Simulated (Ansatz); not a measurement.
Molecule: C2H2F, charge 0, multiplicity 2. It need not be the lowest isomer of its formula. SMILES: [CH]=CF
Coordinates optimised at B3LYP-D3(BJ)/def2-TZVP (Ansatz, an electronic-structure program):
```xyz
5

C      0.0300     0.3889     0.0008
C      1.2398    -0.0873    -0.0066
F     -1.0719    -0.3912     0.0045
H     -0.2254     1.4461     0.0047
H      2.2534     0.2654    -0.0109
```
Charge 0, spin multiplicity 2.

Quantity: atomisation energy (electronic, to ground-state atoms), in eV. Valence correlation only, unless marked. UHF or UKS for open shells. No spin-orbit coupling. Non-relativistic unless marked X2C. The coupled-cluster limit lacks core correlation, which all-electron functionals hold. CBS(X,Y): correlation extrapolated as X^-3; Hartree-Fock from the larger set. The bracket is a focal-point correction in the basis named.

```json
[
 {"level": "revPBE-D4/def2-TZVPD", "program": "Ansatz + dftd4", "atomisation energy (eV)": "19.85"}
]
```

Q: What does RI-MP2/CBS(aug-cc-pVTZ,aug-cc-pVQZ)+[CCSD(T)-MP2]/aug-cc-pVTZ (Ansatz) give?

A: 19.50 eV
